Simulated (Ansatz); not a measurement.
Os₂C₃: from a trial structure to a relaxed crystal

Level of theory: Ansatz 0.2.0, DFT r2SCAN, scalar-relativistic, plane waves, PAW. Cutoff 500 eV, Γ-centred k mesh, Gaussian smearing, no spin polarisation in the final step.

Os₂C₃ was placed on the A-type sesquioxide structure type (P-3m1, No. 164), with Os in place of La, C in place of O, at a guessed volume.

```
CELL_PARAMETERS angstrom
3.29585 0.00000 0.00000
-1.64793 2.85429 0.00000
0.00000 0.00000 5.12781
ATOMIC_POSITIONS crystal
Os 0.33333 0.66667 0.24500
Os 0.66667 0.33333 0.75500
C 0.00000 0.00000 0.00000
C 0.33333 0.66667 0.64500
C 0.66667 0.33333 0.35500
```

Steps on the 6×6×4 mesh (5 atoms). 6 of 6 steps are shown, and the free energy counts from the last. Trial steps that were taken back and renewals of the plane-wave basis can be among the rows.

```
step  ΔF (meV/atom) V (Å³/atom) P (GPa) largest force component (eV/Å)
   1           86.0         9.65    18.31                           1.583
   2            8.5        10.26     1.47                           0.110
   3            3.4        10.33     0.59                           0.247
   4            1.0        10.38    -0.58                           0.276
   5            0.6        10.40     0.08                           0.038
   6            0.0        10.40     0.11                           0.039
```

A final relaxation ran on a 12×12×8 mesh. The relaxed crystal, P-3m1 (No. 164):

Space group P-3m1 (No. 164). a = 3.298 Å, b = 3.298 Å, c = 5.515 Å, α = 90.00°, β = 90.00°, γ = 120.00°
| atom | site | symmetry | x | y | z |
| --- | --- | --- | --- | --- | --- |
| Os | 2d | 3m. | 0.3333 | 0.6667 | 0.2619 |
| C | 1a | -3m. | 0.0000 | 0.0000 | 0.0000 |
| C | 2d | 3m. | 0.3333 | 0.6667 | 0.6360 |

```json
{
 "Volume per atom": "10.39 Å³",
 "Density": "13.32 g/cm³",
 "Energy over the elements": "1.43 eV/atom",
 "Gap on the 12×12×8 mesh": "0 eV (a metal)"
}
```

Formation energies are uncorrected and refer to the elements' standard structures at the same level.

The final run used a 12×12×8 mesh on its 5-atom cell and 0.10 eV smearing. The k mesh leaves about 4 meV/atom of noise in metals. Spin–orbit coupling is left out.

A structure relaxed within its symmetry needn't be a true minimum.

Cost: 3 runs of about 3 core-minutes in all, on Arm Neoverse V2 (shared hosts).